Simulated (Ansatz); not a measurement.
The cell is built from the bcc type as a first guess.

Nb: DFT, PBE, PAW with Ansatz's default frozen-core files, scalar-relativistic (Ansatz 0.2.0).

The relaxation starts from this cell:

```xyz
1
Lattice="-1.6243 1.6243 1.6243 1.6243 -1.6243 1.6243 1.6243 1.6243 -1.6243" Properties=species:S:1:pos:R:3 pbc="T T T"
Nb    0.0000    0.0000    0.0000
```

Output:

```
Engine: ansatz 0.2.0
Pseudopotentials: kind: paw
Pseudopotential: Nb, paw, valence charge 13, recommended cutoff 420 eV (normal)
Functional definition: PBE
  parameter kappa = 0.804
  parameter beta = 0.06672455060314922
  exchange = pbe_x(kappa = kappa, mu = beta*pi^2/3)
  correlation = pbe_c(beta = beta)
Crystal: 1 atoms, lattice volume = 17.142 Å³
Basis set: ecut = 420 eV, 321 PW (Γ), exchange–correlation on 40×40×40 points (8 copies of the dense FFT grid, shifted against one another)
Bands: 11, of which v1, the nominal top of the filled ones, is band 7 counted from 1 (6 counted from 0)
Symmetry: 48 space group operations
Space group: Im-3m (ITA 229), of the structure as read, at distance tolerance 2.6e-5 Å
k-points: 145 of 4096
Non-local potential: Nb, projectors of the file, l = 0: 3, l = 1: 2, l = 2: 2, l = 3: 1
PAW form: soft (Blöchl's): semilocal exchange-correlation on the pseudo side does not see the compensation charge
PAW one-centre angular grid: Nb, 590 points (default); XC on 64 Gauss nodes
Initial density: superposition of atomic densities (neutral atoms: chi_scale 0, normalization atom), corrected by the library's trained network
Initial wavefunctions: pseudopotential atomic-orbital guess
Functional: x = pbe(κ = 0.804, μ = 0.2195149727645171), c = pbe(β = 0.06672455060314922)
SCF iter   1: F=—  HF=-4552.269303 eV  |F-HF|=—  |Δ(HF+E_count)|=         —  Δρ=4.07e-3  dr2=1.83e-3  ethr=1.77e-3  ⟨swp⟩=5.0  Hψ=9321  notcnv=0
preconditioner: auto → none  [metal: Δε(μ)=0.030 eV  Ē_g=7.995 eV  σ=0.080 eV  W_gap=0.09  n_scr=0 (ndim 8)  ℏωp=20.1 eV  f_vac=0.000  D(μ)=1.34/eV (n_scr^D=12)]
SCF iter   2: F=—  HF=-4552.268951 eV  |F-HF|=—  |Δ(HF+E_count)|=   3.52e-4  Δρ=1.67e-3  dr2=2.08e-4  ethr=1.41e-5  ⟨swp⟩=2.2  Hψ=3326  notcnv=0
SCF iter   3: F=—  HF=-4552.268957 eV  |F-HF|=—  |Δ(HF+E_count)|=   5.80e-6  Δρ=4.48e-4  dr2=1.60e-5  ethr=1.60e-6  ⟨swp⟩=1.0  Hψ=1585  notcnv=0
SCF iter   4: F=—  HF=-4552.268957 eV  |F-HF|=—  |Δ(HF+E_count)|=   7.95e-7  Δρ=2.95e-5  dr2=4.06e-8  ethr=1.23e-7  ⟨swp⟩=1.0  Hψ=1585  notcnv=0
iter 5 did not close the SCF: its close was put off for the readings that it lacked (scf_convergence_deferred on its scf_iter line)
SCF iter   5: F=-4552.268957 eV  HF=-4552.268957 eV  |F-HF|=1.01e-10  |Δ(HF+E_count)|=   2.23e-8  Δρ=2.90e-6  dr2=4.50e-10  ethr=3.12e-10  ⟨swp⟩=2.2  Hψ=2511  notcnv=0
SCF iter   6: F=-4552.268957 eV  HF=-4552.268957 eV  |F-HF|=1.00e-11  |Δ(HF+E_count)|=  9.19e-11  Δρ=5.55e-7  dr2=1.01e-11  ethr=3.46e-12  ⟨swp⟩=1.9  Hψ=3991  notcnv=0
SCF 1 converged in 6 iterations: F = -4552.268957 eV  dr2 = 1.01e-11
  greatest PAW one-centre occupation: 0.998 electrons in one spin orbital (limit 2), on the Nb atom at site 0 (counted from 0), in its partial waves of l = 0
relax step   1: F+E_penalty+E_count = -4552.26895738 eV  Δ(F+E_penalty+E_count) = +0.000e0 eV  max|allowed force component| = 0.000e0 eV/Å  Δτ_max = 0.0000 Å  P = +10.610 GPa  Ω = 17.142 Å³  (6 SCF iters, dr2 threshold 1.00e-7 eV, accepted)
Crystal: 1 atoms, lattice volume = 19.804 Å³
Basis set: ecut = 420 eV, 381 PW (Γ), exchange–correlation on 40×40×40 points (8 copies of the dense FFT grid, shifted against one another)
Initial density: handed on by an earlier stage of this run
Initial wavefunctions: those handed on with the density
iter 1 solved again at ethr=1.75e-5 eV; its pass at ethr=3.10e-3 eV (dr2=2.27e-3 eV) is discarded
SCF iter   1: F=—  HF=-4552.227249 eV  |F-HF|=—  |Δ(HF+E_count)|=         —  Δρ=5.20e-3  dr2=2.22e-3  ethr=1.75e-5  ⟨swp⟩=1.0  Hψ=11699  notcnv=0
preconditioner: auto → none  [metal: Δε(μ)=0.019 eV  Ē_g=6.907 eV  σ=0.080 eV  W_gap=0.06  n_scr=0 (ndim 8)  ℏωp=18.7 eV  f_vac=0.000  D(μ)=1.69/eV (n_scr^D=18)]
SCF iter   2: F=—  HF=-4552.228201 eV  |F-HF|=—  |Δ(HF+E_count)|=   9.52e-4  Δρ=2.48e-3  dr2=4.84e-4  ethr=1.70e-5  ⟨swp⟩=1.0  Hψ=1595  notcnv=0
SCF iter   3: F=—  HF=-4552.228595 eV  |F-HF|=—  |Δ(HF+E_count)|=   3.94e-4  Δρ=4.02e-4  dr2=2.14e-5  ethr=3.72e-6  ⟨swp⟩=1.9  Hψ=2252  notcnv=0
SCF iter   4: F=—  HF=-4552.228592 eV  |F-HF|=—  |Δ(HF+E_count)|=   3.51e-6  Δρ=6.72e-5  dr2=2.44e-7  ethr=1.65e-7  ⟨swp⟩=2.6  Hψ=2463  notcnv=0
SCF iter   5: F=-4552.228592 eV  HF=-4552.228592 eV  |F-HF|=3.21e-10  |Δ(HF+E_count)|=   8.78e-8  Δρ=2.77e-6  dr2=5.02e-10  ethr=7.69e-10  ⟨swp⟩=4.0  Hψ=5008  notcnv=0
SCF 2 converged in 5 iterations: F = -4552.228592 eV  dr2 = 5.02e-10
relax step   2: F+E_penalty+E_count = -4552.22859163 eV  Δ(F+E_penalty+E_count) = +4.037e-2 eV  max|allowed force component| = 0.000e0 eV/Å  Δτ_max = 0.0000 Å  P = -12.668 GPa  Ω = 19.804 Å³  energy of the carried Pulay correction = -5.068e-4 eV  (5 SCF iters, dr2 threshold 1.00e-7 eV, rejected (line search))
Crystal: 1 atoms, lattice volume = 18.260 Å³
Basis set: ecut = 420 eV, 369 PW (Γ), exchange–correlation on 40×40×40 points (8 copies of the dense FFT grid, shifted against one another)
iter 1 solved again at ethr=4.41e-6 eV; its pass at ethr=3.10e-3 eV (dr2=5.74e-4 eV) is discarded
SCF iter   1: F=—  HF=-4552.299113 eV  |F-HF|=—  |Δ(HF+E_count)|=         —  Δρ=2.92e-3  dr2=6.05e-4  ethr=4.41e-6  ⟨swp⟩=1.5  Hψ=12396  notcnv=0
preconditioner: auto → none  [metal: Δε(μ)=0.012 eV  Ē_g=7.498 eV  σ=0.080 eV  W_gap=0.04  n_scr=0 (ndim 8)  ℏωp=19.4 eV  f_vac=0.000  D(μ)=1.48/eV (n_scr^D=18)]
SCF iter   2: F=—  HF=-4552.299377 eV  |F-HF|=—  |Δ(HF+E_count)|=   2.63e-4  Δρ=1.45e-3  dr2=1.46e-4  ethr=4.41e-6  ⟨swp⟩=1.0  Hψ=1595  notcnv=0
SCF iter   3: F=—  HF=-4552.299479 eV  |F-HF|=—  |Δ(HF+E_count)|=   1.02e-4  Δρ=1.24e-4  dr2=2.04e-6  ethr=1.12e-6  ⟨swp⟩=1.6  Hψ=1984  notcnv=0
SCF iter   4: F=—  HF=-4552.299478 eV  |F-HF|=—  |Δ(HF+E_count)|=   9.17e-7  Δρ=3.36e-5  dr2=5.06e-8  ethr=1.57e-8  ⟨swp⟩=2.1  Hψ=2393  notcnv=0
SCF iter   5: F=—  HF=-4552.299478 eV  |F-HF|=—  |Δ(HF+E_count)|=   4.05e-7  Δρ=1.90e-6  dr2=7.04e-10  ethr=3.90e-10  ⟨swp⟩=2.1  Hψ=2543  notcnv=0
SCF iter   6: F=-4552.299478 eV  HF=-4552.299478 eV  |F-HF|=6.37e-12  |Δ(HF+E_count)|=  1.24e-10  Δρ=2.46e-7  dr2=9.78e-12  ethr=1.00e-12  ⟨swp⟩=4.0  Hψ=7119  notcnv=0
SCF 3 converged in 6 iterations: F = -4552.299478 eV  dr2 = 9.78e-12
relax step   3: F+E_penalty+E_count = -4552.29947843 eV  Δ(F+E_penalty+E_count) = -3.052e-2 eV  max|allowed force component| = 0.000e0 eV/Å  Δτ_max = 0.0000 Å  P = -1.209 GPa  Ω = 18.260 Å³  energy of the carried Pulay correction = -2.222e-4 eV  (6 SCF iters, accepted)
Crystal: 1 atoms, lattice volume = 18.129 Å³
iter 1 solved again at ethr=2.51e-8 eV; its pass at ethr=3.10e-3 eV (dr2=3.26e-6 eV) is discarded
SCF iter   1: F=—  HF=-4552.299999 eV  |F-HF|=—  |Δ(HF+E_count)|=         —  Δρ=2.58e-4  dr2=4.70e-6  ethr=2.51e-8  ⟨swp⟩=3.2  Hψ=11785  notcnv=0
preconditioner: auto → none  [metal: Δε(μ)=0.006 eV  Ē_g=7.556 eV  σ=0.080 eV  W_gap=0.02  n_scr=0 (ndim 8)  ℏωp=19.5 eV  f_vac=0.000  D(μ)=1.47/eV (n_scr^D=18)]
SCF iter   2: F=—  HF=-4552.300001 eV  |F-HF|=—  |Δ(HF+E_count)|=   1.80e-6  Δρ=1.23e-4  dr2=1.01e-6  ethr=2.51e-8  ⟨swp⟩=1.8  Hψ=1908  notcnv=0
SCF iter   3: F=-4552.300002 eV  HF=-4552.300002 eV  |F-HF|=1.87e-8  |Δ(HF+E_count)|=   8.97e-7  Δρ=1.98e-5  dr2=4.39e-8  ethr=7.69e-10  ⟨swp⟩=3.0  Hψ=5882  notcnv=0
SCF 4 converged in 3 iterations: F = -4552.300002 eV  dr2 = 4.39e-8
relax step   4: F+E_penalty+E_count = -4552.30000199 eV  Δ(F+E_penalty+E_count) = -5.236e-4 eV  max|allowed force component| = 0.000e0 eV/Å  Δτ_max = 0.0000 Å  P = -0.004 GPa  Ω = 18.129 Å³  energy of the carried Pulay correction = -1.969e-4 eV  (3 SCF iters, dr2 threshold 1.00e-7 eV, accepted)
Initial wavefunctions: pseudopotential atomic-orbital guess (no wavefunctions were taken with the density)
iter 1 solved again at ethr=2.72e-8 eV; its pass at ethr=3.10e-3 eV (dr2=3.54e-6 eV) is discarded
SCF iter   1: F=—  HF=-4552.300195 eV  |F-HF|=—  |Δ(HF+E_count)|=         —  Δρ=1.23e-4  dr2=2.44e-7  ethr=2.72e-8  ⟨swp⟩=3.1  Hψ=13983  notcnv=0
preconditioner: auto → none  [metal: Δε(μ)=0.006 eV  Ē_g=7.557 eV  σ=0.080 eV  W_gap=0.02  n_scr=0 (ndim 8)  ℏωp=19.5 eV  f_vac=0.000  D(μ)=1.47/eV (n_scr^D=18)]
SCF iter   2: F=—  HF=-4552.300197 eV  |F-HF|=—  |Δ(HF+E_count)|=   1.65e-6  Δρ=6.08e-5  dr2=5.52e-8  ethr=1.88e-9  ⟨swp⟩=1.0  Hψ=1595  notcnv=0
SCF iter   3: F=—  HF=-4552.300198 eV  |F-HF|=—  |Δ(HF+E_count)|=   5.87e-7  Δρ=3.14e-6  dr2=4.09e-10  ethr=4.25e-10  ⟨swp⟩=2.0  Hψ=2535  notcnv=0
SCF iter   4: F=—  HF=-4552.300198 eV  |F-HF|=—  |Δ(HF+E_count)|=   1.01e-9  Δρ=5.32e-7  dr2=4.90e-11  ethr=3.14e-12  ⟨swp⟩=2.1  Hψ=2337  notcnv=0
SCF iter   5: F=-4552.300198 eV  HF=-4552.300198 eV  |F-HF|=0.00e0  |Δ(HF+E_count)|=  1.09e-11  Δρ=6.33e-8  dr2=2.97e-13  ethr=1.00e-12  ⟨swp⟩=5.0  Hψ=5440  notcnv=0
SCF 5 converged in 5 iterations: F = -4552.300198 eV  dr2 = 2.97e-13
relax step   5: F+E_penalty+E_count = -4552.30019760 eV  Δ(F+E_penalty+E_count) = -1.956e-4 eV  max|allowed force component| = 0.000e0 eV/Å  Δτ_max = 0.0000 Å  P = -0.003 GPa  Ω = 18.129 Å³  stress off target by 3.35e-3 GPa  SCF on the basis re-selected at this cell (its energy is not comparable with the rows above)  (5 SCF iters)
basis re-selected at this cell: Δ(F+E_penalty+E_count) = -1.956e-4 eV, ΔP = +0.000 GPa vs the last step (what re-selecting the basis moved, of the pressure what is left beyond the Pulay correction that the steps carried, after the strain that the cell walked since its last selection, with what the two solves' SCF thresholds leave and, on support functions, any second-order correction that the steps lacked; it is no measure of the basis error at this ecutwfc). This SCF's stress stands 3.35e-3 GPa from its target on what of the cell is left free (relax.cell.stress_tol is 5.00e-2 GPa) and its largest allowed force component is 0.00e0 eV/Å (relax.f_tol is 5.00e-3 eV/Å): within both
SCF converged after 5 iterations
Free energy (F): -4552.300198 eV
Harris-Foulkes:  -4552.300198 eV  (|F-HF|=0.00e0)
Internal energy: -4552.269231 eV  (E = F + TS)
E sigma→0 (E₀):  -4552.284714 eV
Entropy (-TS):   -0.030966 eV (-30.966 meV/atom)
Fermi energy:    17.658991 eV
--- Per-component energies (eV) ---
  E_band       = -69.052629
  E_kinetic    = 395.007843
  E_local      = -697.305684  (includes V_loc(G=0)·N_el)
  E_nonlocal   = 119.925011
  E_hartree    = 217.065513
  E_xc         = -175.671183
  E_vxc        = -213.128007  (∫ρ·V_xc dr)
  E_paw        = -3073.422040  (= ΣΔE_a)
  E_vpaw       = -107.682814  (= ΣTr[D̂ρ^β])
  E_aug_tail   = 0.000006  (compensation charges beyond the density's cutoff)
  E_ewald      = -1337.868697
  E_smearing   = -0.030966  (= −TS)
  E_closure    = 0.000000  (closes the sum)
  Σ components = -4552.300198   (vs F -4552.300198, Δ=0.00e0)
--- Forces (eV/Å), atoms counted from 1 ---
  atom   1  Nb    -0.00000000     0.00000000    -0.00000000
  max |Σ_I F_I| component: 4.83e-32 eV/Å
--- Stress (GPa, compression-positive) ---
       -0.003346      -0.000000       0.000000
        0.000000      -0.003346      -0.000000
        0.000000      -0.000000      -0.003346
  P = ⅓ Tr σ = -0.0033 GPa (-0.033 kbar)
--- Relaxed structure (4 steps of the walk, 3 accepted, 1 SCFs on fresh bases) ---
  F+E_penalty+E_count = -4552.30019760 eV   max|allowed force component| = 0.000e0 eV/Å   (the final SCF, on the basis selected at the relaxed cell)
  cell:  # Å, volume = 18.1295 Å³
    - [-1.654912119065564, 1.654912119065564, 1.654912119065564]
    - [1.654912119065564, -1.654912119065564, 1.654912119065564]
    - [1.654912119065564, 1.654912119065564, -1.654912119065564]
  atoms:
    - { symbol: Nb, position: [0.0, 0.0, 0.0] }
```

Spin polarisation is left out, and whether a magnetic state lies lower isn't shown here.
